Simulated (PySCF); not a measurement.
## Core binding energy against partial charge

Compound: C4H6O2.
Bonds: C1–C2, C2–C3, C3–O4 (double), C3–C5, C5–O6 (double). Hydrogens: H7, H8, H9 on C1; H10, H11 on C2; H12 on C5.

Binding energies: delta-SCF UKS SCAN, pcX-2 on the ionised atom, pcseg-1 elsewhere, spin-free X2C (PySCF). Charges: PBE0/pcSseg-1 ground-state density, for the ionised atom.

```
atom                    environment  C 1s (eV)  Mulliken (e)  IAO (e)  Hirshfeld (e)  ESP (e)
  C1                  methyl carbon     291.06        -0.255   -0.410         -0.115   -0.441
  C2  sp3 carbon next to a carbonyl     291.42        -0.301   -0.306         -0.073   +0.191
  C3         ketone carbonyl carbon     293.84        +0.147   +0.335         +0.160   +0.374
```

Question: How well does each charge scheme correlate with the binding energies over these sites?

Answer: IAO: r = 1.00, slope 3.7 eV per e; Hirshfeld: r = 1.00, slope 10.2 eV per e; Mulliken: r = 0.98, slope 6.0 eV per e; ESP: r = 0.76, slope 2.7 eV per e. On 3 points no scheme stands out.

Question: The point-charge model writes a binding energy as kq + V + constant, with V the potential of the other atoms' charges at the site. What does it give with the ESP charges?

Answer: V = Σ 14.40 eV Å × q/r over all other atoms: +6.35 eV at C1, -0.82 eV at C2, -3.23 eV at C3. Fitting binding energy − V to q gives k = 14.3 eV per e and leaves an rms residual of 0.92 eV, against 0.81 eV for the fit on q alone. The model has no term for differences in relaxation between sites.

Geometry: PBE0-D3(BJ)/def2-SVP, one conformer, isolated molecule.

Conformer computed: `[CH3:1][CH2:2][C:3](=[O:4])[CH:5]=[O:6]`: C1–C2–C3–O4 1°, C2–C3–C5–O6 0°.
